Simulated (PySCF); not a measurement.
Gas-phase reaction: 3 NH + 2 H + HSiNH₂ ⇌ Si(NH₂)₄

Method: PySCF energies plus ideal-gas RRHO corrections (1 bar). † marks an energy on the PBE0/def2-TZVP geometry and frequencies; other levels use their own. 6-31G* has spherical d functions here. Open shells (unrestricted): NH (multiplicity 3), H (multiplicity 2); the rest are closed-shell singlets. B3LYP is the form with VWN-RPA correlation. HSiNH₂, Si(NH₂)₄: computed as isolated molecules; such fragments, hydroxides, amides, oligomers or adducts are transient or little studied in the gas. The harmonic model lacks anharmonicity and excited electronic states, which grow with temperature; levels with a mode under 35 cm⁻¹ are left out. Internal rotation in HSiNH₂, Si(NH₂)₄ is treated as a harmonic vibration of one conformer, which makes the entropy rough.

```tsv
level	ΔE electronic, kJ	ΔH°(298 K), kJ	ΔS°(298 K), J/K	ΔG°(1600 K), kJ
B3LYP/6-31G*	-1952	-1843	-684	-735
B3LYP/def2-TZVP†	-2017	-1909	-682	-805
HF/6-31G*	-1390	-1275	-687	-158
M06-2X/def2-TZVP†	-2098	-1990	-682	-886
PBE/def2-SVP	-2043	-1939	-678	-844
PBE/def2-TZVP†	-2068	-1960	-682	-856
r2SCAN/def2-TZVP†	-2055	-1948	-682	-844
ωB97M-V/def2-TZVP†	-2086	-1978	-682	-874
```
ΔH° is lowest at M06-2X/def2-TZVP† and highest at HF/6-31G*. No reference value is set beside these.
